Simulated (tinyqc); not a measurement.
Inside a calculation. Method: UHF in the sto-3g basis, for CH2, spin multiplicity 3. One step of it, computed by the program tinyqc.

Question. Orthogonalisation. S = U s U^T; symmetric (Loewdin) form X = U s^(-1/2) U^T, so that X^T S X = 1.

overlap S, lower triangle:
```
           1C 1s     1C 2s    1C 2px     1C 2py    1C 2pz     2H 1s     3H 1s
1C 1s   1.000000
1C 2s   0.248362  1.000000
1C 2px  0.000000  0.000000  1.000000
1C 2py  0.000000  0.000000  0.000000   1.000000
1C 2pz  0.000000  0.000000  0.000000   0.000000  1.000000
2H 1s   0.022828  0.272649  0.000000   0.268659  0.135508  1.000000
3H 1s   0.022165  0.267297  0.000000  -0.264351  0.133325  0.030641  1.000000
```

Give: eigenvalues of S; X.

Answer.

eigenvalues of S: 0.541  0.608  0.892  1.000  1.088  1.362  1.510

X, lower triangle:
```
         1C 1s   1C 2s  1C 2px  1C 2py  1C 2pz   2H 1s  3H 1s
1C 1s    1.025
1C 2s   -0.138   1.090
1C 2px   0.000   0.000   1.000
1C 2py   0.000   0.001   0.000   1.061
1C 2pz  -0.004   0.032   0.000   0.001   1.015
2H 1s    0.017  -0.155   0.000  -0.152  -0.075   1.071
3H 1s    0.017  -0.151   0.000   0.149  -0.074  -0.009  1.068
```
